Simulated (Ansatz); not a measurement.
Rhombohedral A7 As was calculated with PBE-D3(BJ) in Ansatz (PAW).

Numerical settings: plane-wave cutoff 520 eV, 20×20×20 k mesh, Fermi–Dirac smearing 0.08 eV (set by the program), scalar-relativistic PAW data made under PBE.

Computed at the level's own relaxed cell.

```xyz
2
Lattice="1.8915 1.0921 3.3727 -1.8915 1.0921 3.3727 0.0000 -2.1841 3.3727" Properties=species:S:1:pos:R:3 pbc="T T T"
As     0.0000     0.0000     2.3298
As     0.0000     0.0000     7.7882
```

Problem. Give the elastic tensor (Voigt notation, GPa, ions relaxed, in the Cartesian axes of the cell as printed).

Solution. 
```
  143.8    45.4    29.9   -29.0     0.0     0.0
   45.4   143.8    29.9    29.0     0.0     0.0
   29.9    29.9    56.0     0.0     0.0     0.0
  -29.0    29.0     0.0    52.4     0.0     0.0
    0.0     0.0     0.0     0.0    52.4   -29.0
    0.0     0.0     0.0     0.0   -29.0    49.2
```

Note: the dispersion coefficients are held fixed in the derivatives.

The computed numbers hold no vibrational or temperature effects.

Ansatz is a quantum-chemistry and plane-wave program.
